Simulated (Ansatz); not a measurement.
**CH₆Si: functionals against CCSD(T) at one geometry**

The task here is to estimate one member of a computed series from the others.

Program: Ansatz 0.2.0, Gaussian basis. Level of theory: single points in def2-TZVPP. These are calculated values, not measurements.

Correlated methods freeze the cores.

### Starting geometry

8 atoms, charge 0, spin multiplicity 1.

Atoms are counted from 1 here; the program's logs count them from 0.

Bond lengths: C1–Si2 1.893 Å, C1–H3 1.053 Å, C1–H4 1.084 Å, C1–H5 1.072 Å, Si2–H6 1.490 Å, Si2–H7 1.451 Å, Si2–H8 1.460 Å. Angles: Si2–C1–H3 111.8°, Si2–C1–H4 112.0°, Si2–C1–H5 112.3°, H3–C1–H4 108.7°, H3–C1–H5 107.6°, H4–C1–H5 104.0°, C1–Si2–H6 110.2°, C1–Si2–H7 110.7°, C1–Si2–H8 110.7°, H6–Si2–H7 108.9°, H6–Si2–H8 108.5°, H7–Si2–H8 107.7°.

As a file:

```mol
CH6Si
  3D, bonds by distance, orders not assigned

  8  7  0  0  0  0  0  0  0  0999 V2000
   -0.1822    0.2390   -0.9496 C   0  0
    0.1760   -0.2334    0.8482 Si  0  0
   -1.2031    0.1343   -1.1863 H   0  0
    0.3994   -0.3520   -1.6481 H   0  0
    0.0990    1.2503   -1.1683 H   0  0
   -0.6144    0.6260    1.7733 H   0  0
    1.5871   -0.0761    1.1496 H   0  0
   -0.1778   -1.6282    1.0961 H   0  0
  1  2  8  0
  1  3  8  0
  1  4  8  0
  1  5  8  0
  2  6  8  0
  2  7  8  0
  2  8  8  0
M  END
```

The first run:

The input, run/in.yaml:

```yaml
crystal:
  periodic: [false, false, false]
  atoms:
    - {symbol: C, position_ang: [-0.182200, 0.239000, -0.949600]}
    - {symbol: Si, position_ang: [0.176000, -0.233400, 0.848200]}
    - {symbol: H, position_ang: [-1.203100, 0.134300, -1.186300]}
    - {symbol: H, position_ang: [0.399400, -0.352000, -1.648100]}
    - {symbol: H, position_ang: [0.099000, 1.250300, -1.168300]}
    - {symbol: H, position_ang: [-0.614400, 0.626000, 1.773300]}
    - {symbol: H, position_ang: [1.587100, -0.076100, 1.149600]}
    - {symbol: H, position_ang: [-0.177800, -1.628200, 1.096100]}
basis:
  gaussian: {orbitals: def2-TZVPP}
correlation: {method: ccsd_t}
output: {forces: true}
```

The command line of these runs was not kept.

Among the steps run: CCSD(T)/def2-TZVPP; PBE0-D4/def2-TZVPP; wB97M-V/def2-TZVPP; r2SCAN-D4/def2-TZVPP; PBE-D4/def2-TZVPP; wB97X-V/def2-TZVPP; CAM-B3LYP-D4/def2-TZVPP.

One table of the session follows, with a row left open; its other results are not shown here.

```
      method  RMS force component (eV/Å)  angle to CCSD(T) forces (°)  dipole (D)
     CCSD(T)                       0.491                    reference        0.68
     PBE0-D4                           ?                            ?           ?
     wB97M-V                       0.481                          5.4        0.73
   r2SCAN-D4                       0.511                          5.8        0.79
      PBE-D4                       0.579                          9.6        0.78
     wB97X-V                       0.525                          4.2        0.73
CAM-B3LYP-D4                       0.486                          6.0        0.71
```

Estimate the missing values for PBE0-D4.

As computed: RMS force component (eV/Å): 0.520; angle to CCSD(T) forces (°): 6.5; dipole (D): 0.76. In the column «RMS force component (eV/Å)» it lies between r2SCAN-D4 (0.511) and wB97X-V (0.525).
